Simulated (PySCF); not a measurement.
**Reading a saddle point**

A first-order saddle point of CH7AlO, closed shell, PBE0-D4/def2-TZVP, with one imaginary mode of 1226i cm⁻¹:

```xyz
10
angstrom
Al -1.0437 -0.0731 -1.0494
H 0.3275 0.7971 -1.7864
H -0.8439 -1.6359 -1.2235
H -2.3975 0.6945 -1.3173
H 0.4527 0.8613 -0.7514
O -0.0460 0.6027 0.3584
C 0.7352 -0.1610 1.2575
H 0.0790 -0.7161 1.9325
H 1.3625 0.5079 1.8497
H 1.3742 -0.8772 0.7299
```

Computed with PySCF 2.14 with density fitting (its default auxiliary sets; JK sets also for MP2 and CCSD(T)) (basis: def2-TZVPP and def2-QZVPP); correlated methods freeze the cores. Extrapolation: Hartree–Fock as exp(−7.88 √X), correlation as X^−2.97.

Q: Which contacts change along the imaginary mode, and what lies on either side? (A judgement: the text doesn't fix the answer.)

A: The calculation gives: The step is CH₄O ([CH3][OH]) + AlH₃ → CH₅AlO ([CH3][O][AlH2]) + H₂, with the molecules in contact on both sides. Shortening one way: Al1–O6, H2–H5; lengthening the same way: Al1–H2, H5–O6.
```tsv
pair	one side (Å)	saddle (Å)	other side (Å)
Al1–O6	1.99	1.85	1.69
H2–H5	2.72	1.04	0.75
Al1–H2	1.60	1.78	2.40
H5–O6	0.96	1.24	3.06
```

Q: Which side is lower, and how far does the saddle lie above each? (To be estimated.)

A: Computed: The side with Al1–O6, H2–H5 short is lower by 6.31 kcal/mol; the saddle lies 24.26 kcal/mol above it and 17.95 kcal/mol above the other (CCSD(T) at an estimated basis limit (MP2 extrapolated from triple and quadruple zeta, plus CCSD(T) − MP2 in triple zeta); electronic energies).

The T1 diagnostic stays at or below 0.013.

The step is the kind of ligand exchange by which a precursor binds to a hydroxyl group, or is hydrolysed, in atomic layer deposition of oxides.

Labels in which every atom is bracketed show which atoms are joined, not bond orders.

For scale, one of the runs: CCSD(T)/def2-TZVPP, 202 basis functions, launched by `OMP_NUM_THREADS=4 python run.py`. Hardware: 4 CPU threads of an Arm Neoverse V1, shared host. Wall time 5.7 min; peak host memory 2.3 GiB.
